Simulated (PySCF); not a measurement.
# Unknown: peak-picked proton spectrum

Formula C2H5NO. The spectrum was simulated from the full spin Hamiltonian at 200 MHz with 1.0 Hz Lorentzian lines, from shifts rounded to 0.01 ppm and J to 0.1 Hz, couplings under 1 Hz left out. Exchangeable protons (1H) are left uncoupled and out of the list.

```
region  integral (H)    ppm      Hz  height
     1             1  7.713  1542.6       8
     1                7.678  1535.6      25
     1                7.643  1528.6      25
     1                7.608  1521.6       9
     2             3  1.857   371.5     100
     2                1.823   364.5      99
```

13C{1H} NMR (computed): δ 155.3, 18.5.

- J: B3LYP/pcJ-2
- σ from GIAO-PBE0/pcSseg-2
- geometry: PBE0-D3(BJ)/def2-TZVP
- program: PySCF
- non-relativistic, in vacuum, one averaged value for each set of equivalent atoms, one computed conformer

References, each an isolated molecule treated in the same way: TMS for 1H (σref 31.52), 13C (σref 186.03).

(1) Analyse the multiplets.

(2) What is the compound?

Results:

(1) 1H NMR (200 MHz, computed): δ 7.66 (q, J = 7.0 Hz, 1H), 6.36 (br s, 1H), 1.84 (d, J = 7.0 Hz, 3H). These are first-order names from the parameters used; overlap and second-order distortion can hide them in the list.

(2) (E)-acetaldoxime (SMILES C/C=N/O).

Structure with atom numbers: `[CH3:1]/[CH:2]=[N:3]/[OH:4]`. Each H is labelled by its parent atom.

- δ 7.66: H(C2), hydrogen on a C=N carbon, coupled to H(C1) (7.0 Hz).
- δ 6.36: H(O4), hydrogen on a N–OH oxygen.
- δ 1.84: H(C1), hydrogen on a methyl carbon, coupled to H(C2) (7.0 Hz).

The OH or NH signal is concentration- and solvent-dependent in practice; the value given is the gas-phase one. Multiplet labels drop couplings under 1 Hz and merge nearly equal ones. Shifts are as computed. Against solution values, carbons near 30 ppm lie about +3 ppm off and those near 130 ppm about +9 ppm. Of 1211 compounds with measured shifts, 218 miss one by over three times the rms of a fit or turn the order of signals round; such compounds aren't used in these exercises.
